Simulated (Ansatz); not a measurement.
Run this with the Ansatz DFT code, driven from Python and show what comes out.

Script `x2c_alh.py`:
```python
"""Scalar relativity in AlH(+)."""

import ansatz as az
import numpy as np

XC = "PBE0"
NET_CHARGE = 1

alh = (
    az.Crystal.molecule()
    .atom("Al", (0.0, 0.0, 0.0))
    .atom("H", (0.0, 0.0, 1.615))
)

setup = (
    alh.calculation()
    .functional(XC)
    .charge(NET_CHARGE)
    .spin("collinear", total=1)
    .forces()
)
# a set contracted for a scalar-relativistic Hamiltonian goes with the relativistic run
sets = {"none": "cc-pVTZ", "scalar": "cc-pVTZ-DK"}
found = {kind: setup.basis(gaussian=basis).pseudopotentials(relativity=kind).run(threads=1).report for kind, basis in sets.items()}
for kind, each in found.items():
    dipole = 4.803205 * np.linalg.norm(each["charge_distribution"]["dipole_moment_e_ang"])
    print(f"{kind:7s} E = {each['free_energy_ev']:.4f} eV  dipole {dipole:.3f} D  largest force component {np.abs(each['forces_ev_ang']).max():.4f} eV/A")
print(f"relativity lowers the total energy by {found['none']['free_energy_ev'] - found['scalar']['free_energy_ev']:.3f} eV")
```

```console
$ python x2c_alh.py
none    E = -6600.5058 eV  dipole 0.610 D  largest force component 0.0743 eV/A
scalar  E = -6612.4698 eV  dipole 0.602 D  largest force component 0.0805 eV/A
relativity lowers the total energy by 11.964 eV
```

Reading the output:
- Total energies depend on the basis set; only differences at equal settings carry meaning.
- The geometry is a force-field or estimated start, not a minimum of this method. The basis set changes with the Hamiltonian (a set recontracted for scalar relativity), and most of the change in the total lies in the cores.
- The run takes the species as open-shell (spin multiplicity 2), which needn't be its ground state.
- An ion's dipole depends on the origin; the program takes it about the centre of nuclear charge.
- The whole script took 1.8 s on 1 thread of Arm Neoverse V1 (shared host), peak memory 0.16 GiB.
